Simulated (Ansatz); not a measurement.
# AlP₂H (triplet): geometry optimisation

Aim: relax a generated start of AlP₂H (triplet) and see which bonds hold.

Method: UKS PBE0/def2-TZVP; program: Ansatz 0.2.0, Gaussian basis.

### 1 The system as given

4 atoms, charge 0, spin multiplicity 3.

Atoms are counted from 1 here; the program's logs count them from 0.

Bond lengths: P1–Al2 2.229 Å, Al2–P3 2.244 Å, P3–H4 1.412 Å. Angles: P1–Al2–P3 175.3°, Al2–P3–H4 90.7°.

The start was built by rule and, where that kept it together, relaxed with GFN2-xTB. Sticks and bond lists go by distance. 

### 2 Relaxation

in.yaml reads:

```yaml
crystal:
  periodic: [false, false, false]
  atoms:
    - {symbol: P, position_ang: [-2.616518, -1.090265, -0.003007]}
    - {symbol: Al, position_ang: [-0.489423, -0.425644, -0.000631]}
    - {symbol: P, position_ang: [1.699680, 0.067301, 0.001364]}
    - {symbol: H, position_ang: [1.406261, 1.448607, 0.002273]}
basis:
  gaussian: {orbitals: def2-TZVP}
magnetization: {spin_polarized: true, initial_magnetization: 2}
hamiltonian: {xc: pbe0}
relax: {f_tol: 0.004, max_steps: 80}
```

On the command line:

```bash
> ansatz run in.yaml --threads 1 --pin off --events-out ev --progress --plain --max-ram 2176MiB
```

**Question.** What will these runs give? Wanted: energy gained; shift from the start; total energy; dipole moment; ⟨S²⟩.

As calculated:

| quantity | value |
| --- | --- |
| steps | 7 |
| energy gained | 0.030 eV |
| shift from the start (rms) | 0.129 Å |
| total energy | -25179.1912 eV |
| dipole moment | 0.85 D |
| ⟨S²⟩ | 2.052 |

What this shows: The bonds of the start are those of the end. Al2–P3 went from 2.244 to 2.191 Å. No vibrations were run, so this is a stationary point, not a proven minimum, and this spin need not be the ground state's.
